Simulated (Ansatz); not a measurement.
# Molecular dynamics, step by step

CH₇ClSi, closed shell, PBE0-D4/def2-SVP (Ansatz 0.2.0). Settings (timestep in fs, temperature in K; T counts 24 degrees of freedom):

```yaml
hamiltonian: {xc: pbe0, dispersion: d4}
md: {n_steps: 40, timestep: 0.5, temperature: 300, ensemble: nve, seed: 253, initial_velocities: maxwell_boltzmann}
```

Start, the saddle point found with PBE0-D4 in triple zeta (not stationary at another level):

```
10
angstrom
Si -0.1733 -0.6000 0.3217
Cl 2.0072 -0.5504 -0.9708
H -0.2978 -1.9749 -0.1930
H -0.9506 -0.6028 1.6057
C -0.7356 0.8998 -0.6059
H 1.5836 -0.4194 0.7224
H 1.0929 -0.3856 1.4626
H -0.1805 1.7738 -0.2565
H -1.7983 1.0696 -0.4134
H -0.5476 0.7899 -1.6728
```

| step | time (fs) | potential energy less the start (meV) | kinetic energy (meV) | T (K) |
| --- | --- | --- | --- | --- |
| 0 | 0.00 | 0.0 | 310.2 | 300 |
| 2 | 1.00 | 25.9 | 284.7 | 275 |
| 4 | 2.00 | 65.3 | 245.7 | 238 |
| 6 | 3.00 | 93.9 | 217.1 | 210 |
| 8 | 4.00 | 108.9 | 201.8 | 195 |
| 10 | 5.00 | 122.8 | 187.9 | 182 |
| 12 | 6.00 | 141.1 | 169.8 | 164 |
| 14 | 7.00 | 156.6 | 154.4 | 149 |
| 16 | 8.00 | 159.4 | 151.7 | 147 |
| 18 | 9.00 | 146.0 | 165.0 | 160 |
| 20 | 10.00 | 124.7 | 186.0 | 180 |
| 22 | 11.00 | 107.9 | 202.8 | 196 |
| 24 | 12.00 | 97.3 | 213.6 | 207 |
| 26 | 13.00 | 82.9 | 228.1 | 221 |
| 28 | 14.00 | 60.8 | 249.9 | 242 |
| 30 | 15.00 | 40.5 | 270.1 | 261 |
| 32 | 16.00 | 29.4 | 281.3 | 272 |
| 34 | 17.00 | 25.0 | 285.6 | 276 |
| 36 | 18.00 | 22.9 | 287.7 | 278 |
| 38 | 19.00 | 19.3 | 291.5 | 282 |
| 40 | 20.00 | -3.4 | 314.7 | 304 |

Step 12, positions (Å) and forces (eV/Å):

```json
{"atom": "Si1", "x": "-0.154", "y": "-0.589", "z": "0.307", "Fx": "-0.378", "Fy": "-0.661", "Fz": "0.461"}
{"atom": "Cl2", "x": "2.001", "y": "-0.553", "z": "-0.960", "Fx": "0.243", "Fy": "-0.003", "Fz": "0.011"}
{"atom": "H3", "x": "-0.372", "y": "-1.954", "z": "-0.266", "Fx": "0.170", "Fy": "0.164", "Fz": "0.110"}
{"atom": "H4", "x": "-1.050", "y": "-0.579", "z": "1.509", "Fx": "0.106", "Fy": "-0.171", "Fz": "0.398"}
{"atom": "C5", "x": "-0.736", "y": "0.897", "z": "-0.578", "Fx": "-1.217", "Fy": "0.099", "Fz": "-1.381"}
{"atom": "H6", "x": "1.614", "y": "-0.464", "z": "0.674", "Fx": "0.135", "Fy": "0.094", "Fz": "-0.023"}
{"atom": "H7", "x": "1.111", "y": "-0.396", "z": "1.475", "Fx": "-0.195", "Fy": "-0.122", "Fz": "-0.306"}
{"atom": "H8", "x": "-0.151", "y": "1.805", "z": "-0.363", "Fx": "-0.293", "Fy": "0.007", "Fz": "-0.015"}
{"atom": "H9", "x": "-1.844", "y": "0.990", "z": "-0.392", "Fx": "0.891", "Fy": "0.348", "Fz": "0.415"}
{"atom": "H10", "x": "-0.724", "y": "0.686", "z": "-1.671", "Fx": "0.539", "Fy": "0.245", "Fz": "0.329"}
```

Step 14, positions (Å) and forces (eV/Å):

| atom | x | y | z | Fx | Fy | Fz |
| --- | --- | --- | --- | --- | --- | --- |
| Si1 | -0.151 | -0.588 | 0.304 | -0.600 | -0.647 | 0.883 |
| Cl2 | 2.000 | -0.554 | -0.958 | 0.314 | 0.001 | 0.024 |
| H3 | -0.381 | -1.948 | -0.276 | 0.198 | 0.150 | 0.106 |
| H4 | -1.069 | -0.579 | 1.513 | 0.266 | -0.190 | 0.167 |
| C5 | -0.736 | 0.897 | -0.576 | -1.653 | -0.100 | -1.241 |
| H6 | 1.628 | -0.469 | 0.660 | 0.051 | 0.097 | 0.002 |
| H7 | 1.105 | -0.400 | 1.478 | -0.150 | -0.142 | -0.474 |
| H8 | -0.159 | 1.803 | -0.384 | -0.099 | 0.284 | 0.074 |
| H9 | -1.851 | 0.989 | -0.372 | 1.164 | 0.323 | 0.315 |
| H10 | -0.737 | 0.675 | -1.662 | 0.510 | 0.225 | 0.144 |

Step 28, positions (Å) and forces (eV/Å):

```csv
atom,x,y,z,Fx,Fy,Fz
Si1,-0.138,-0.585,0.300,-1.550,-0.174,1.869
Cl2,1.997,-0.557,-0.946,1.145,0.079,-0.392
H3,-0.385,-1.895,-0.329,0.219,-0.229,-0.090
H4,-1.090,-0.631,1.505,0.136,-0.127,-0.169
C5,-0.762,0.899,-0.586,0.984,0.719,-0.729
H6,1.724,-0.484,0.528,0.116,-0.024,-0.642
H7,1.038,-0.465,1.368,0.057,-0.030,0.069
H8,-0.207,1.859,-0.494,0.006,-0.535,0.129
H9,-1.748,1.062,-0.171,-0.755,0.105,-0.161
H10,-0.749,0.638,-1.660,-0.357,0.216,0.116
```

Last step (40):

Si1  (-0.147, -0.586, 0.320)
Cl2  (2.007, -0.559, -0.942)
H3  (-0.307, -1.898, -0.391)
H4  (-1.080, -0.727, 1.462)
C5  (-0.778, 0.915, -0.609)
H6  (1.853, -0.496, 0.291)
H7  (0.999, -0.534, 1.276)
H8  (-0.200, 1.835, -0.534)
H9  (-1.739, 1.148, -0.098)
H10  (-0.848, 0.670, -1.672)
(Å)

Hardware: 4 CPU threads of an Arm Neoverse V2, shared host. Wall time about 30 s.
